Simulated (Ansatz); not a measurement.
Input file for H3OPS, SMILES `OPS`:

```yaml
crystal:
  periodic: [false, false, false]
  atoms:
    - {symbol: O, position_ang: [-1.362075, 0.079620, -0.529974]}
    - {symbol: P, position_ang: [0.067982, 0.705542, -0.003595]}
    - {symbol: S, position_ang: [1.401233, -0.927629, 0.125203]}
    - {symbol: H, position_ang: [-1.987046, 0.022031, 0.198108]}
    - {symbol: H, position_ang: [0.527495, 1.032954, -1.302933]}
    - {symbol: H, position_ang: [1.394411, -0.976618, 1.466991]}
basis:
  gaussian: {orbitals: def2-SVP}
correlation: {method: ccsd_t}
```

```sh
$ ansatz run in.yaml --threads 2 --pin off --events-out ev --progress --plain --max-ram 4352MiB
```

The program prints (abridged):

```
Functional definition: HF
606 factors; integrals over basis functions are off by at most 1.1e-3 eV
mean field evaluation 1: about -22164.2137 eV, gradient 3.0e1 eV
mean field evaluation 2: about -22164.2197 eV, gradient 3.0e1 eV
mean field evaluation 4: about -22166.3000 eV, gradient 2.7e0 eV
mean field evaluation 8: about -22166.3333 eV, gradient 2.5e-4 eV
mean field -22166.33332921 eV, -814.5977249679 hartree, gradient 1.5e-6 eV, S^2 0.000000; 0 other end points of the search recorded, 0 dependent functions left out
11 core orbitals not correlated: weight in the atoms' cores, before any rotation towards them, 1.000 or more for the frozen orbitals, at most 0.000 for the correlated occupied ones
reference -22166.33332921 eV, -814.5977249679 hartree; 10, 10 occupied and 44, 44 virtual orbitals, 606 factors
second order -11.87505582 eV of doubles, -0.00000000 eV of singles
cycle   1  -12.47033231 eV  change   -6.0e-1 eV  update   8.4e-2
cycle   2  -12.81264537 eV  change   -3.4e-1 eV  update   2.6e-2
cycle   3  -12.88968553 eV  change   -7.7e-2 eV  update   1.3e-2
cycle   4  -12.88654852 eV  change    3.1e-3 eV  update   3.3e-3
cycle   5  -12.88596838 eV  change    5.8e-4 eV  update   1.5e-3
cycle   6  -12.88595060 eV  change    1.8e-5 eV  update   5.2e-4
cycle   7  -12.88571095 eV  change    2.4e-4 eV  update   1.7e-4
cycle   8  -12.88570868 eV  change    2.3e-6 eV  update   5.1e-5
cycle   9  -12.88572030 eV  change   -1.2e-5 eV  update   1.9e-5
perturbative correction -0.34234853 eV, -0.0125810763 hartree
Total energy: -22179.56139803 eV, -815.0838475309 hartree
```

It took 0.8 s on 2 threads of an Arm Neoverse V2 on a shared host, with 0.32 GiB of host memory at the peak.

Correlation energy per correlated electron: -0.661 eV. T1 diagnostic: 0.0124.
